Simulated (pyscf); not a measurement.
PySCF, gas phase, ωB97X-D3(BJ)/def2-SVP geometries.

**Question.** For the elementary gas-phase step •S–Sn(Cl)(Cl)–Cl + H₂ → HS–Sn(Cl)(Cl)–Cl + H• (doublet surface; H–H broken, H–S formed), what barrier and reaction energy does ωB97M-D3(BJ)/def2-TZVP give, measured from the separated reactants?

**Answer.** ΔE‡ = 0.70 eV, ΔE = +0.55 eV. Zero-point energy shifts the barrier by -0.07 eV. It is a hydrogen abstraction, with an imaginary mode of 971i cm⁻¹. One saddle was located; it need not be the lowest between these sides. The angle at the transferred H is 175°. Elements past Kr carry the def2 core potentials, without spin-orbit coupling.
